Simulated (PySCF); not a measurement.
An unknown is described by computed data only.

Formula: C4H7NS.

| Item | Value |
| --- | --- |
| Rotational structure | rotational constants A, B, C: 4.083, 2.049, 1.646 GHz [GFN2-xTB] |
| 1H NMR | chemical shifts (computed TMS as zero) by class: 3.19 (2 H), 2.84 (2 H), 1.33 (3 H) ppm [GIAO PBE0/pcSseg-1] |
| 13C NMR | chemical shifts (computed TMS as zero) by class: 119.4 (1 C), 31.2 (1 C), 17.0 (1 C), 16.1 (1 C) ppm [GIAO PBE0/pcSseg-1] |
| Dipole | 3.06 D [PBE0/pcSseg-1] |
| NMR, other nuclei | isotropic shieldings of nuclei other than C and H, by class: -38 (1 N), 460 (1 S) ppm [GIAO PBE0/pcSseg-1] |

Gas-phase values; electronic properties from PySCF, density fitting. Levels stand in brackets. One conformer (not necessarily the lowest) at the GFN2-xTB geometry, without solvent, vibrations or thermal averaging. Each NMR value is the plain mean over a class of atoms that symmetry, rotation or inversion makes alike.

Q: Give a SMILES that accounts for the data.

A: Numbering: `[CH3:1][CH2:2][S:3][CH2:4][C:5]#[N:6]`. Its formula, C4H7NS, gives 2 degrees of unsaturation: 0 rings and 2 π bonds in the structure found. 4 carbons fall into 4 classes; from least to most shielded: nitrile carbon [C5] (119.4 ppm), sp3 carbon bound to sulfur [C2] (31.2 ppm), sp3 carbon bound to sulfur [C4] (17.0 ppm), methyl carbon [C1] (16.1 ppm). Hydrogen classes from least to most shielded: 2 H on an sp3 carbon bound to sulfur, C4 (3.19 ppm, a mean of values up to 0.6 ppm apart in this geometry), 2 H on an sp3 carbon bound to sulfur, C2 (2.84 ppm, a mean of values up to 0.8 ppm apart in this geometry), 3 H on a methyl carbon, C1 (1.33 ppm). The other shieldings belong to: -38 ppm, nitrile nitrogen [N6]; 460 ppm, sulfide sulfur [S3]. The optimised geometry has point group C1 and is an asymmetric top. Structure: `CCSCC#N`. Computed isomers that give other values at the same levels: `C=C/N=C/SC` (rotational constant A: 8.183 GHz; this holds for the one conformer computed). The assignments are read from this structure; whether some other isomer fits the data as well wasn't checked.

Shape of the structure used: `[CH3:1][CH2:2][S:3][CH2:4][C:5]#[N:6]`: C1–C2–S3–C4 -69°, C2–S3–C4–C5 -55°.
